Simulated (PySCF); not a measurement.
C4H3N2 (doublet state).
Cartesian coordinates in Å at the GFN2-xTB level; atoms count from 1:
```xyz
9
C4H3N2 angstrom
C     -1.741   -0.340   -0.192
C     -0.493   -0.103   -0.013
C      0.837    0.098    0.240
N      1.551   -0.447    1.188
C      1.487    1.016   -0.653
N      1.970    1.750   -1.384
H     -2.098   -1.133   -0.838
H     -2.520    0.250    0.275
H      1.020   -1.085    1.777
```

The hyperfine couplings belong to this conformer and change with its torsions.

As a line formula: `N(/[H])=C(\C#N)[C]=C` [radical].

The calculation used UKS B3LYP, pcH-1 on C H N, non-relativistic, mean-field spin-orbit, GIAO in PySCF. Geometry: GFN2-xTB; no solvent, vibrations or thermal averaging. Couplings are sensitive to structure, and on GFN2-xTB geometries they can be far from those on DFT ones. No stability test was run, so a lower SCF solution isn't excluded. ⟨S²⟩ is 0.780 where a pure state has 0.75.

Give the principal g shifts and their parts.

```csv
Δg (ppm),1,2,3
relativistic mass correction,-178,-178,-178
gauge correction,-7,41,29
orbital Zeeman/spin–orbit,-31,370,2875
total,-216,233,2726
```

So g = 2.00210, 2.00255, 2.00505 and g_iso = 2.00323; the tensor is rhombic: the two nearest values differ by 15 % of g3 − g1. Axes: g2 points within 4° of the C2–C3 bond.

How much does each term add to the isotropic shift?

The orbital-Zeeman/spin–orbit term 1071, the mass correction -178 and the gauge correction 21 ppm, for a total of 914 ppm. The orbital-Zeeman/spin–orbit term is the largest in size. The mass correction is the same along every axis, so the anisotropy comes from the other two: their spans along these axes are 48 (gauge) and 2906 ppm (orbital Zeeman/spin–orbit).

What effective moment and Curie constant follow for a powder?

With the mean of g² = 4.0129 and S(S+1) = 0.75: μ_eff = √(⟨g²⟩S(S+1)) = 1.735 μB and χT = 0.12505·⟨g²⟩·S(S+1) = 0.376 cm³ K/mol (cgs; spin-Hamiltonian part alone).

In a frozen sample, at which fields do the three g values resonate at 9.5, 34, 94 and 263 GHz (hyperfine left aside), and which band first spreads them over more than twice a line width of 0.5 mT?

```tsv
band	GHz	B(g3) mT	B(g2) mT	B(g1) mT	spread mT
X	9.5	338.52	338.94	339.02	0.50
Q	34.0	1211.56	1213.06	1213.34	1.78
W	94.0	3349.59	3353.76	3354.52	4.92
J	263.0	9371.74	9383.40	9385.51	13.77
```

The spread grows in proportion to the frequency. Q band is the first where it exceeds 1.0 mT.

Largest spin populations (Mulliken): C2 (+0.66), N4 (+0.58), C3 (-0.20) and C1 (-0.12). The positive populations add up to 1.37 and the negative ones to -0.37, together 2S = 1.

The HOMO–LUMO gaps are 5.53 eV among the α and 4.42 eV among the β orbitals.

The run took 27 s wall (grids of density and orbitals included) on one thread, Intel Xeon Platinum 8259CL at 2.50 GHz (x86_64), no GPU, shared host with 96 logical CPUs at a one-minute load of 38, and the process peaked at 0.70 GiB of memory.
